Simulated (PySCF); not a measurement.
## Stationary points of SiCl₂⁺

Method: PySCF, PBE0, basis Si def2-TZVP, Cl def2-TZVP (no relativity, density fitting).

Relaxations began from a few typed shapes; open shells are unrestricted. The search is not exhaustive: other isomers or separated fragments can lie lower, and high-lying points may rest on an excited occupation.

Task: Which is the lowest minimum found?
A. doublet D∞h: Si–Cl 2.009 Å (×2); Cl–Si–Cl 180.0°
B. doublet C2v: Si–Cl 1.963 Å (×2); Cl–Si–Cl 122.4°

Result: B. The others lie at 95.4 (doublet D∞h, a saddle point) kJ/mol above it.
